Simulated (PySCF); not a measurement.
Converging SiH⁺ in the basis (HF)

PySCF, RHF reference; singlet, unpaired electrons none; De to Si⁺ + H without counterpoise correction.

| basis | relativity | functions | Re (Å) | ωe (cm⁻¹) | De (eV) | μ (D) |
| --- | --- | --- | --- | --- | --- | --- |
| 3-21G | no relativity | 15 | 1.513 | 2198 | 1.96 | 0.77 |
| jorge-DZP-DKH | spin-free X2C | 29 | 1.508 | 2252 | 2.33 | 0.58 |
| 6-311G(d,p) | no relativity | 32 | 1.495 | 2298 | 2.39 | 0.62 |
| def2-TZVPPD | no relativity | 65 | 1.496 | 2265 | 2.44 | 0.56 |

(1) How does each smaller set differ from the one with most functions, def2-TZVPPD?

A positive dipole points towards H; it is taken about the centre of mass and depends on that origin. For an ion De counts to the pair picked by the measured ionisation energies or electron affinities, which need not be the lowest pair at this level. Where the molecule has an RHF reference, its open-shell atoms are computed with UHF. 3-21G is very small, so such numbers show the basis as much as the molecule. Hartree–Fock leaves out correlation, which carries a large part of most bond energies and some tenths to 1 eV of ionisation energies.

Answers

(1) 3-21G: +1.7 pm, -3.0 % in ωe, -0.48 eV in De; jorge-DZP-DKH: +1.2 pm, -0.6 % in ωe, -0.11 eV in De; 6-311G(d,p): -0.1 pm, +1.5 % in ωe, -0.05 eV in De. All at HF; the set with most functions is neither the basis-set limit nor always the best. The rows treat relativity differently, so the differences are not basis effects alone.
